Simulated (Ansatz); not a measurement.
Input file:

```yaml
crystal:
  periodic: [false, false, false]
  atoms:
    - {symbol: Al, position_ang: [0.000000, 0.000000, 4.094356]}
    - {symbol: Ga, position_ang: [0.000000, 0.000000, -0.497051]}
    - {symbol: H, position_ang: [0.000000, 0.000000, -3.597305]}
basis:
  gaussian: {orbitals: "6-31G*"}
magnetization: {spin_polarized: false, initial_magnetization: 3}
correlation: {method: ccsdt_q_b, electrons: outside_noble_gas}
accuracy: high
output: {forces: true}
```

```sh
$ ansatz run in.yaml --threads 1 --pin off --events-out ev --progress --plain --max-ram 2393MiB
```

Output:

```
877 factors; integrals over basis functions are off by at most 3.9e-9 eV
mean field evaluation 1: about -58919.4728 eV, gradient 5.2e0 eV
mean field evaluation 2: about -58919.4865 eV, gradient 5.2e0 eV
mean field evaluation 4: about -58920.3805 eV, gradient 2.0e0 eV
mean field evaluation 8: about -58920.7427 eV, gradient 7.6e-1 eV
mean field evaluation 16: about -58920.7656 eV, gradient 3.2e-5 eV
mean field evaluation 32: about -58920.7655 eV, gradient 6.1e-2 eV
mean field evaluation 64: about -58920.7656 eV, gradient 3.5e-4 eV
mean field evaluation 96: about -58920.7651 eV, gradient 1.4e-1 eV
mean field evaluation 128: about -58920.6945 eV, gradient 3.1e-4 eV
mean field evaluation 160: about -58920.7050 eV, gradient 9.7e-1 eV
...
cycle  33  -2.58824677 eV  change   -3.6e-8 eV  update   6.4e-8
cycle  34  -2.58824680 eV  change   -2.4e-8 eV  update   3.9e-8
cycle  35  -2.58824680 eV  change   -4.3e-9 eV  update   1.8e-8
cycle  36  -2.58824680 eV  change    1.6e-9 eV  update   1.6e-8
cycle  37  -2.58824680 eV  change  -2.6e-10 eV  update   1.4e-8
cycle  38  -2.58824680 eV  change  -2.4e-10 eV  update   8.8e-9
cycle  39  -2.58824680 eV  change  -2.6e-11 eV  update   2.5e-9
cycle  40  -2.58824680 eV  change   2.8e-10 eV  update   1.7e-9
cycle  41  -2.58824680 eV  change   2.1e-10 eV  update   1.4e-9
cycle  42  -2.58824680 eV  change   3.2e-10 eV  update  5.7e-10
perturbative correction -0.00320089 eV, -0.0001176305 hartree
the calculation of the forces begins
Total energy: -58923.35704306 eV, -2165.3934316467 hartree
Atom 0 at     0.000000     0.000000     4.094356 Å, force     0.000000     0.000000    -0.188425 eV/Å
Atom 1 at     0.000000     0.000000    -0.497051 Å, force    -0.000000    -0.000000     0.253029 eV/Å
Atom 2 at     0.000000     0.000000    -3.597305 Å, force     0.000000     0.000000    -0.064604 eV/Å
Dipole moment:    -0.000000    -0.000000     0.105596 e Å
```

Forces (eV/Å):
```
Al   0.000  0.000 -0.188
Ga   0.000  0.000  0.253
H    0.000  0.000 -0.065
```

Ran on 1 thread of Arm Neoverse V2, shared host: 2 min wall, 1.3 GiB peak host memory.
